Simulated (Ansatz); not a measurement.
The same path of C$_{2}$H$_{3}$OS (7 atoms, charge -1, multiplicity 1) was run twice with different band settings. The coordinate that changes most is the dihedral H5–O1–C2–C3.

These are results of RKS PBE-D4/6-31G* (Ansatz), not measurements.

Relaxed end points:

```xyz
7
Properties=species:S:1:pos:R:3
O -1.000 1.157 0.212
C 0.260 0.595 0.290
C 0.502 -0.671 -0.141
S -0.792 -1.665 -0.827
H -1.501 0.380 -0.204
H 1.005 1.273 0.727
H 1.525 -1.070 -0.056
```

```xyz
7
Properties=species:S:1:pos:R:3
O -1.220 0.885 0.056
C 0.090 0.370 0.164
C 0.448 -0.880 -0.234
S -0.503 -2.160 -0.948
H -1.165 1.791 0.415
H 0.825 1.065 0.603
H 1.525 -1.072 -0.057
```

Common settings: movable images 5; spring 5.0 eV/Å²; start path IDPP; force threshold 0.05 eV/Å; iteration limit 60; end points relaxed.

| run | climbing image | optimiser |
| --- | --- | --- |
| 1 | yes | quadratic models (default) |
| 2 | from the first iteration | lbfgs |

(1) What does each run give, and how far can it be trusted?

## Answers

(1) Run 1: converged after 8 iterations, highest image 0.749 eV above the first end. The highest image is an end point: on this band no image between the ends rises above it. A vibrational analysis next to that end finds imaginary modes (202i cm⁻¹), so it isn't a minimum.
Run 2: converged after 46 iterations, highest image 0.749 eV above the first end. The highest image is an end point: on this band no image between the ends rises above it.
Limits of this set-up: an anion without diffuse functions.
